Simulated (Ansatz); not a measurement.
# C2H2O3: the cost of one run

Computed with the Python package of Ansatz 0.2.0. Level of theory: CAM-B3LYP/cc-pVDZ.

### 1 The system

Bond lengths: O1–C2 1.174 Å, C2–O3 1.362 Å, O3–C4 1.319 Å, C4–O5 1.236 Å, C2–H6 1.088 Å, C4–H7 1.088 Å. Angles: O1–C2–O3 131.4°, O1–C2–H6 120.0°, O3–C2–H6 108.6°, C2–O3–C4 118.6°, O3–C4–O5 129.1°, O3–C4–H7 108.9°, O5–C4–H7 120.9°.

No structure file is read: the coordinates are typed or built in the script.

### 2 The code

Contents of freq.py:

```python
"""Vibrations of C2H2O3."""

import warnings

import ansatz as az
import numpy as np

GEOMETRY = """
O    -0.31010    0.29920    1.71120
C     0.16780   -0.51760    1.01610
O     0.30210   -0.58040   -0.33750
C    -0.07860    0.45570   -1.05930
O    -0.73190    1.44750   -0.71670
H     0.62160   -1.40540    1.45150
H     0.09040    0.23300   -2.11090
"""


def main() -> None:
    warnings.simplefilter("ignore", az.DeckWarning)

    geometry = az.Crystal.molecule()
    for line in GEOMETRY.strip().splitlines():
        symbol, *xyz = line.split()
        geometry = geometry.atom(symbol, [float(v) for v in xyz])

    base = (
        geometry.calculation()
        .basis(gaussian="cc-pVDZ")
        .functional("cam_b3lyp")
    )
    symbols = [site.symbol for site in geometry.cartesian_sites]
    start = np.array([site.position_ang for site in geometry.cartesian_sites], dtype=float)
    report = base.relax(force_tolerance=0.003).run(threads=1, backend="cpu").report
    end = np.array(report["positions_ang"])

    print("final positions (A) and the move of each atom")
    for symbol, xyz, old in zip(symbols, end, start):
        print(f"{symbol:2s} {xyz[0]:10.5f} {xyz[1]:10.5f} {xyz[2]:10.5f}   {np.linalg.norm(xyz - old):7.4f}")

    # same settings at the minimum
    minimum = az.Crystal.molecule()
    for symbol, xyz in zip(symbols, end):
        minimum = minimum.atom(symbol, xyz.tolist())
    vibrating = (
        minimum.calculation()
        .basis(gaussian="cc-pVDZ")
        .functional("cam_b3lyp")
        .phonons(temperatures=(298.15, 498.15, 100))
    )
    vib = vibrating.run(threads=1, backend="cpu").report["vibrations"]
    sums = vib["harmonic_sums"]
    modes = [m["omega_inv_cm"] for m in sums["modes_at_gamma"] if m["rigid_motion"] == "no"]
    for number, w in enumerate(modes, start=1):
        print(f"mode {number:2d} {w:9.1f} 1/cm {w / 8065.544 * 1000:8.2f} meV")
    print("imaginary modes:", sum(w < 0 for w in modes), " zero-point energy:", round(sums["zero_point_energy_ev"], 4), "eV")
    print("T (K)   F_vib (eV)   S_vib (meV/K)   C_vib (meV/K)")
    for row in zip(sums["temperatures_k"], sums["vibrational_free_energy_ev"], vib["entropy_ev_per_k"], vib["heat_capacity_ev_per_k"]):
        print(f"{row[0]:6.1f} {row[1]:11.4f} {1000 * row[2]:13.4f} {1000 * row[3]:15.4f}")


if __name__ == "__main__":
    main()
```

### 3 What the engine is handed

The package turns the script's settings into the engine's input (first run):

```yaml
crystal:
  periodic: [false, false, false]
  atoms:
    - { symbol: O, position_ang: [-0.3101, 0.2992, 1.7112] }
    - { symbol: C, position_ang: [0.1678, -0.5176, 1.0161] }
    - { symbol: O, position_ang: [0.3021, -0.5804, -0.3375] }
    - { symbol: C, position_ang: [-0.0786, 0.4557, -1.0593] }
    - { symbol: O, position_ang: [-0.7319, 1.4475, -0.7167] }
    - { symbol: H, position_ang: [0.6216, -1.4054, 1.4515] }
    - { symbol: H, position_ang: [0.0904, 0.233, -2.1109] }
basis:
  gaussian:
    orbitals: cc-pVDZ
hamiltonian:
  xc: cam_b3lyp
relax:
  f_tol: 0.003
```

### 4 The run

Run with:

```sh
> python freq.py
```

What time and memory should one allow on 1 thread of Arm Neoverse V1, shared host?

About 2.7 min, with a peak of 0.24 GiB.
